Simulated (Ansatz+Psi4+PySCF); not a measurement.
Results of a calculation; reference values are marked as such.
A run of PySCF 2.14.0 on doublet CH3F(+) at this shape:

| atom | x (Å) | y (Å) | z (Å) |
| --- | --- | --- | --- |
| C | 0.0004 | -0.0049 | 0.0087 |
| H | 1.0367 | -0.0025 | -0.3770 |
| H | -0.5185 | 0.8827 | -0.3711 |
| H | -0.5077 | -0.8854 | -0.3680 |
| F | -0.0026 | 0.0017 | 1.3205 |

Its results:

```json
{
  "Converged": "yes",
  "Reference energy": "-138.63618 hartree",
  "Correlation energy": "-0.39058 hartree",
  "Total energy": "-139.02677 hartree",
  "Spin squared of the determinant": "0.768"
}
```

Messages of the program:
```
WARN: HOMO -0.399713995242764 >= LUMO -0.399713995242764
WARN: HOMO -0.399713995242764 >= LUMO -0.399713995242764
```

Question: Which input gives this output? Name the method, the orbitals and the basis set, and write the input.

Answer: UHF-MP2 in cc-pVTZ.

```python
from pyscf import gto, scf, mp

mol = gto.M(atom="""
C 0.000400 -0.004880 0.008720
H 1.036700 -0.002540 -0.376970
H -0.518500 0.882700 -0.371070
H -0.507730 -0.885430 -0.368020
F -0.002600 0.001740 1.320500
""", basis='cc-pvtz', charge=1, spin=1)
mf = scf.UHF(mol)
mf.kernel()
pt = mp.MP2(mf, frozen=2).run()
print(mf.e_tot, pt.e_corr, pt.e_tot)
```

Caution: MP2 on this radical cation hangs on the determinant chosen.
